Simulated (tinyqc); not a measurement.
Worked calculation: CCSD on RHF in the sto-3g basis, for BH2+, spin multiplicity 1. One step of it, computed by the program tinyqc.

Problem. CCSD: starting amplitudes. t_ij^ab = <ij||ab> / (e_i + e_j - e_a - e_b), whose energy is MP2.

orbital energies (hartree): MO1 -7.975957, MO2 -1.048234, MO3 -0.900146, MO4 -0.264184, MO5 -0.197197, MO6 0.415670, MO7 0.443105

Two-electron integrals over orbitals (pq|rs), unique and non-zero (hartree):
```
(11|11) 2.890417    (21|11) -0.258195   (21|21) 0.036893    (22|11) 0.635328
(22|21) -0.007447   (22|22) 0.501648    (31|31) 0.009931    (32|31) 0.017083
(32|32) 0.148442    (33|11) 0.595312    (33|21) -0.003670   (33|22) 0.493091
(33|33) 0.513145    (41|11) 0.139402    (41|21) -0.016511   (41|22) 0.015741
(41|33) 0.007558    (41|41) 0.026632    (42|11) -0.050738   (42|21) 0.006896
(42|22) 0.035311    (42|33) 0.019464    (42|41) 0.014104    (42|42) 0.063349
(43|31) -0.002841   (43|32) 0.013150    (43|43) 0.027921    (44|11) 0.720891
(44|21) -0.013604   (44|22) 0.447988    (44|33) 0.446497    (44|41) -0.011760
(44|42) -0.062546   (44|44) 0.602084    (51|51) 0.021720    (52|51) 0.021772
(52|52) 0.073963    (53|53) 0.021359    (54|51) -0.011797   (54|52) -0.030083
(54|54) 0.044178    (55|11) 0.742000    (55|21) -0.009881   (55|22) 0.481008
(55|33) 0.460302    (55|41) 0.004855    (55|42) -0.024986   (55|44) 0.516482
(55|55) 0.586773    (61|11) -0.207311   (61|21) 0.032311    (61|22) -0.000189
(61|33) -0.000644   (61|41) -0.004651   (61|42) 0.013300    (61|44) -0.017528
(61|55) -0.004982   (61|61) 0.033522    (62|11) 0.191554    (62|21) -0.006918
(62|22) 0.041564    (62|33) 0.007506    (62|41) 0.012657    (62|42) -0.001175
(62|44) 0.060257    (62|55) 0.092770    (62|61) 0.000104    (62|62) 0.086661
(63|31) -0.000240   (63|32) -0.071903   (63|43) -0.018105   (63|63) 0.074691
(64|11) 0.069036    (64|21) 0.000558    (64|22) 0.021950    (64|33) 0.005198
(64|41) 0.006244    (64|42) 0.008245    (64|44) 0.029074    (64|55) 0.027098
(64|61) 0.004303    (64|62) 0.039267    (64|64) 0.025351    (65|51) 0.018478
(65|52) 0.055032    (65|54) -0.015686   (65|65) 0.048816    (66|11) 0.643045
(66|21) -0.006759   (66|22) 0.513574    (66|33) 0.502355    (66|41) 0.023553
(66|42) 0.059338    (66|44) 0.426065    (66|55) 0.470939    (66|61) 0.004903
(66|62) 0.026094    (66|64) 0.019880    (66|66) 0.564378    (71|31) 0.015022
(71|32) 0.021702    (71|43) -0.005147   (71|63) 0.000476    (71|71) 0.023032
(72|31) 0.006237    (72|32) -0.028047   (72|43) -0.029578   (72|63) 0.051512
(72|71) 0.009527    (72|72) 0.053792    (73|11) 0.205315    (73|21) -0.007515
(73|22) 0.019437    (73|33) 0.019537    (73|41) -0.002831   (73|42) -0.050921
(73|44) 0.101478    (73|55) 0.092477    (73|61) -0.008108   (73|62) 0.064937
(73|64) 0.023956    (73|66) -0.018670   (73|73) 0.105378    (74|31) -0.010165
(74|32) -0.068597   (74|43) 0.013479    (74|63) 0.034121    (74|71) -0.014466
(74|72) 0.002820    (74|74) 0.055158    (75|53) 0.016167    (75|75) 0.017626
(76|31) 0.010852    (76|32) 0.118635    (76|43) 0.024748    (76|63) -0.082018
(76|71) 0.013556    (76|72) -0.050616   (76|74) -0.051998   (76|76) 0.122899
(77|11) 0.676388    (77|21) -0.010051   (77|22) 0.487479    (77|33) 0.509425
(77|41) 0.003765    (77|42) 0.002549    (77|44) 0.480206    (77|55) 0.474276
(77|61) -0.008349   (77|62) 0.005108    (77|64) 0.000938    (77|66) 0.506857
(77|73) 0.028996    (77|77) 0.536653
```

Give: Starting amplitudes; correlation energy.

Solution.

Starting amplitudes (spin orbitals 1a, 1b, ...; amplitudes related by a flip of all spins are not repeated; the 24 largest):
```
from      to        t
2a 2b  5a 5b  -0.0435
2a 2b  4a 4b  -0.0404
3a 3b  7a 7b  -0.0392
2a 2b  6a 6b  -0.0296
3a 3b  6a 6b  -0.0284
2a 3b  4a 7b   0.0239
2a 3b  6a 7b  -0.0231
3a 3b  4a 4b  -0.0220
2a 3b  6b 7a   0.0184
2a 2b  7a 7b  -0.0180
3a 3b  5a 5b  -0.0152
2a 3b  4b 7a  -0.0139
2a 3a  4a 7a   0.0100
3a 3b  4a 6b   0.0093
2a 3a  6a 7a  -0.0048
1a 2b  5a 5b  -0.0025
1a 1b  6a 6b  -0.0020
1a 1b  4a 4b  -0.0017
1a 2b  4a 4b  -0.0017
1a 2b  4b 6a   0.0014
1a 1b  5a 5b  -0.0014
1a 2b  4a 6b  -0.0014
1a 1b  7a 7b  -0.0014
1a 2b  7a 7b  -0.0010
```

correlation energy = -0.026012 hartree
